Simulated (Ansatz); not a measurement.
A nudged elastic band was laid between two geometries of BH4N + H2S (9 atoms, charge 0, multiplicity 1).

All numbers below come from Ansatz, RKS PBE/6-31G*.

```
movable images  : 7
climbing image  : yes
spring          : 5.0 eV/Å²
optimiser       : quadratic models (default)
start path      : straight line
force threshold : 0.05 eV/Å
iteration limit : 60
end points      : relaxed
```

First end point:

```xyz
9
Properties=species:S:1:pos:R:3
B 0.054 -0.624 -0.432
H 0.203 -1.150 0.643
H 0.934 -0.560 -1.254
N -1.190 -0.051 -0.731
H -1.996 -0.100 -0.109
H -1.405 0.380 -1.629
S -1.170 3.029 1.395
H -0.853 2.009 0.548
H -0.455 2.479 2.411
```

Last end point:

```xyz
9
Properties=species:S:1:pos:R:3
B -0.074 0.925 -0.644
H -0.416 -0.844 2.934
H 1.042 0.555 -0.899
N -1.175 0.239 -1.180
H -1.055 -0.574 -1.779
H -2.149 0.482 -1.014
S -0.185 2.388 0.448
H -1.543 2.502 0.506
H -0.325 -0.260 2.468
```

(1) Which bonds break or form, and what moves?

(2) Give the energies along the band, and the barrier.

(3) What is the geometry of the highest image?

Answers

(1) Bonds broken: B1–H2, S7–H9. Bonds formed: B1–S7, H2–H9. BH4N + H2S becomes BH4NS + H2.

(2) The forces met the threshold. The highest image is number 4 of 0 to 8, 122.7 kJ/mol above the first end and 172.1 kJ/mol above the last; the last end lies 49.3 kJ/mol below the first. Another band between the same ends (7 images) ends at a top of the same energy, where a vibrational analysis finds 1 clearly imaginary mode. The orbitals stay closed-shell, which can raise the energy where a bond breaks towards radicals; this wasn't checked here.

```
image  path coordinate (Å)  energy (kJ/mol)  B1–H2 (Å)  S7–H9 (Å)  B1–S7 (Å)
    0                 0.00              0.0       1.21       1.36       4.26
    1                 1.07              1.1       1.21       1.36       3.91
    2                 2.13              3.9       1.21       1.36       3.61
    3                 3.20             35.3       1.22       1.38       2.83
    4                 4.27            122.7       1.31       1.64       2.07
    5                 5.14             42.8       1.96       2.31       1.88
    6                 6.01            -30.1       2.59       2.76       1.84
    7                 6.88            -47.5       3.31       3.15       1.83
    8                 7.75            -49.3       4.01       3.33       1.83
```

(3) 
```xyz
9
Properties=species:S:1:pos:R:3
B -0.176 0.345 0.041
H -0.140 -0.192 1.230
H 0.963 0.210 -0.355
N -1.469 -0.001 -0.582
H -1.581 -1.013 -0.703
H -1.563 0.425 -1.509
S -0.190 2.349 0.577
H -1.535 2.388 0.797
H -0.189 0.902 1.346
```

The run took 2.1 min on 1 thread of Intel(R) Xeon(R) Platinum 8488C (Sapphire Rapids) (shared host), peak memory 0.13 GiB.
